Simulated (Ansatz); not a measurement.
How far each method lies from UCCSDT(Q) for AsH₂, doublet

Geometry: that of the AsH2⁻, singlet, kept fixed.

| atom | x (Å) | y (Å) | z (Å) |
| --- | --- | --- | --- |
| As | 0.0000 | -0.0283 | 0.0000 |
| H | 0.0000 | 1.0529 | -1.0973 |
| H | 0.0000 | 1.0529 | 1.0972 |

Basis aug-cc-pVTZ; Ansatz 0.2.0. Correlated methods freeze the noble-gas cores and the filled d shells of p-block atoms, which leaves 7 electrons in 91 orbitals. Prefix R: restricted or restricted open-shell reference; prefix U: unrestricted. Active spaces: valence = (7e, 6o) chosen from the atoms' valence shells. No spin–orbit coupling is included, and no scalar relativity.

Full CI isn't at hand for all of this; UCCSDT(Q) serves as the reference, and is uncertain by about the last step of the cluster series. The frozen core follows each run's orbitals, which can shift R against U totals by a few meV for light atoms and by up to 0.1 eV past Ca.

- UHF ⟨S²⟩: 0.766
- T1 diagnostic (RCCSD): 0.0187
- largest doubles amplitude (RCCSD): 0.043
- T1 diagnostic (UCCSD): 0.0145

```csv
level,E − E(RHF) (eV)
UHF,-0.1289
UMP2,-3.6245
UCCSD,-4.2914
UCCSD(T),-4.4304
```

Estimate how far UCCSDT(Q) in aug-cc-pVTZ lies from UCCSD(T). The table doesn't fix it; the size of (T) and the diagnostics are the guide.

UCCSDT(Q) in aug-cc-pVTZ lies 2.6 kJ/mol below UCCSD(T), which is 20 % of the (T) step (-13.4 kJ/mol). The diagnostics are small and one determinant leads, so the series closes fast and only a small part of (T) is left.

The other levels:

```csv
level,E − E(UCCSDT(Q)) (kJ/mol),share of correlation (%),wall time
UCCSDT,0.5,99.89,–
```

The correlation energy at UCCSDT(Q), counted from RHF, is -4.458 eV. That run took 29 s on 2 threads of AMD EPYC 7R13 with a shared H100 80 GB, shared host.

Run but not shown, since their state or frozen core can't be matched to the reference's or they repeat it: RHF, RMP2, RCCSD, RCCSD(T), BCCD(T), RCCSDT, RCCSDT(Q), CASSCF (valence space), NEVPT2 (valence space), MRCISD (valence space), MRCISD+Q (valence space).

Times hold each run's SCF and search for its determinant on a shared host, so for small cases they say little of a method's own cost.

Natural occupations of CASSCF (valence space) about the gap: 1.994 1.972 1.965 1.000 0.038 0.030; effectively unpaired electrons, Σ n²(2−n)², 1.02.
